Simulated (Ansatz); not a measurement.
Ansatz (a program for electronic structure) input (HF/3-21G): The .json file is the Basis Set Exchange's 3-21G.

Ansatz 0.2 input:
```yaml
crystal:
  periodic: [false, false, false]
  atoms:
    - {symbol: N, position_ang: [-0.00000000, -0.00000000, -0.54141731]}
    - {symbol: N, position_ang: [0.00000000, 0.00000000, 0.54141731]}
basis:
  gaussian:
    orbitals: 3-21G.json
hamiltonian:
  xc: {name: HF}
phonons: {temperatures: {t_min: 298.15, t_max: 298.15, t_step: 100}}
```

Output:

```
WARN ansatz: RAYON_NUM_THREADS=1 ignored (pool sized by the plan → 1); use --threads N
Functional definition: HF
integrals: 0.00 GiB planned
287 factors; integrals over basis functions are off by at most 2.6e-5 eV
mean field: 0.04 GiB planned
mean field evaluation 1: about -2946.8057 eV, gradient 9.6e0 eV
mean field evaluation 2: about -2946.8128 eV, gradient 9.6e0 eV
mean field evaluation 4: about -2947.0188 eV, gradient 3.2e-1 eV
mean field evaluation 8: about -2947.0191 eV, gradient 1.6e-6 eV
mean field -2947.01907521 eV, -108.3009534525 hartree, gradient 2.4e-5 eV, S^2 0.000000; 0 other end points of the search recorded, 0 dependent functions left out
the calculation of the forces begins
reference -2947.01907521 eV, -108.3009534525 hartree; 7, 7 occupied and 11, 11 virtual orbitals, 287 factors
these checks for a lower state are left out or cut short: stability, starts, cluster_reference, orbital_swaps, neighbouring_geometries, increment
integrals: 0.00 GiB planned
287 factors; integrals over basis functions are off by at most 2.6e-5 eV
mean field: 0.04 GiB planned
mean field evaluation 16: about -2947.0191 eV, gradient 2.4e-6 eV
mean field -2947.01907520 eV, -108.3009534525 hartree, gradient 2.4e-6 eV, S^2 0.000000; 0 other end points of the search recorded, 0 dependent functions left out
the calculation of the forces begins
reference -2947.01907520 eV, -108.3009534525 hartree; 7, 7 occupied and 11, 11 virtual orbitals, 287 factors
these checks for a lower state are left out or cut short: stability, starts, cluster_reference, orbital_swaps, neighbouring_geometries, increment
integrals: 0.00 GiB planned
287 factors; integrals over basis functions are off by at most 2.6e-5 eV
mean field: 0.04 GiB planned
mean field -2947.01907520 eV, -108.3009534525 hartree, gradient 2.4e-6 eV, S^2 0.000000; 0 other end points of the search recorded, 0 dependent functions left out
the calculation of the forces begins
reference -2947.01907520 eV, -108.3009534525 hartree; 7, 7 occupied and 11, 11 virtual orbitals, 287 factors
these checks for a lower state are left out or cut short: stability, starts, cluster_reference, orbital_swaps, neighbouring_geometries, increment
integrals: 0.00 GiB planned
287 factors; integrals over basis functions are off by at most 2.6e-5 eV
mean field: 0.04 GiB planned
mean field evaluation 32: about -2947.0191 eV, gradient 2.4e-6 eV
mean field -2947.01907520 eV, -108.3009534525 hartree, gradient 2.4e-6 eV, S^2 0.000000; 0 other end points of the search recorded, 0 dependent functions left out
the calculation of the forces begins
reference -2947.01907520 eV, -108.3009534525 hartree; 7, 7 occupied and 11, 11 virtual orbitals, 287 factors
these checks for a lower state are left out or cut short: stability, starts, cluster_reference, orbital_swaps, neighbouring_geometries, increment
integrals: 0.00 GiB planned
287 factors; integrals over basis functions are off by at most 2.6e-5 eV
mean field: 0.04 GiB planned
mean field -2947.01907520 eV, -108.3009534525 hartree, gradient 2.4e-6 eV, S^2 0.000000; 0 other end points of the search recorded, 0 dependent functions left out
the calculation of the forces begins
reference -2947.01907520 eV, -108.3009534525 hartree; 7, 7 occupied and 11, 11 virtual orbitals, 287 factors
these checks for a lower state are left out or cut short: stability, starts, cluster_reference, orbital_swaps, neighbouring_geometries, increment
integrals: 0.00 GiB planned
287 factors; integrals over basis functions are off by at most 2.6e-5 eV
mean field: 0.04 GiB planned
mean field -2947.01852262 eV, -108.3009331454 hartree, gradient 2.4e-6 eV, S^2 0.000000; 0 other end points of the search recorded, 0 dependent functions left out
the calculation of the forces begins
reference -2947.01852262 eV, -108.3009331454 hartree; 7, 7 occupied and 11, 11 virtual orbitals, 287 factors
these checks for a lower state are left out or cut short: stability, starts, cluster_reference, orbital_swaps, neighbouring_geometries, increment
integrals: 0.00 GiB planned
287 factors; integrals over basis functions are off by at most 2.6e-5 eV
mean field: 0.04 GiB planned
mean field -2947.01852941 eV, -108.3009333950 hartree, gradient 2.3e-6 eV, S^2 0.000000; 0 other end points of the search recorded, 0 dependent functions left out
the calculation of the forces begins
reference -2947.01852941 eV, -108.3009333950 hartree; 7, 7 occupied and 11, 11 virtual orbitals, 287 factors
Total energy: -2947.01907521 eV, -108.3009534525 hartree
Atom 0 at    -0.000000    -0.000000    -0.541417 Å, force    -0.000000    -0.000000    -0.000003 eV/Å
Atom 1 at     0.000000     0.000000     0.541417 Å, force    -0.000000     0.000000     0.000003 eV/Å
Dipole moment:    -0.000000     0.000000     0.000000 e Å
Vibrations: 2612.24 cm⁻¹, zero-point energy 0.161938 eV
```

The blocks after the first are displaced geometries, from whose forces the wavenumbers follow.
